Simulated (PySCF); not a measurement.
Species: C₄H₆O.
SMILES: `OCC1C=C1`

Torsions of this conformer, `[OH:1][CH2:2][CH:3]1[CH:4]=[CH:5]1`: O1–C2–C3–C4 -92°, H–O1–C2–C3 53°.

The closed-shell ground state was solved at several levels (PySCF, density fitting, gas phase, non-relativistic). One conformer (not necessarily the lowest) at the GFN2-xTB geometry, without solvent, vibrations or thermal averaging.

```json
{"level": "PBE0/pcSseg-1", "basis functions": "115", "total energy (Eh)": "-230.8543", "HOMO (eV)": "-7.19", "LUMO (eV)": "-0.22", "gap (eV)": "6.97", "dipole (D)": "2.19"}
{"level": "CAM-B3LYP/def2-SVPD", "basis functions": "151", "total energy (Eh)": "-230.8793", "HOMO (eV)": "-8.68", "LUMO (eV)": "0.73", "gap (eV)": "9.41", "dipole (D)": "2.32"}
```

**Question.** What might B3LYP/pcJ-1 (195 basis functions) give for the same quantities?

**Answer.** Total energy -231.1630 Eh, HOMO -6.95 eV, LUMO -0.46 eV, gap 6.49 eV, dipole 2.20 D.

**Question.** Over all these levels, which gives the widest orbital gap and which the narrowest?

**Answer.** CAM-B3LYP/def2-SVPD (range-separated hybrid) has the widest, 9.41 eV, and B3LYP/pcJ-1 (global hybrid, 20 % exact exchange) the narrowest, 6.49 eV. Functional and basis both differ between the two, so the spread mixes both effects.

**Question.** How far do the dipole and the HOMO energy spread over the levels?

**Answer.** The dipole runs from 2.19 to 2.32 D (mean 2.24 D) and the HOMO from -8.68 to -6.95 eV.
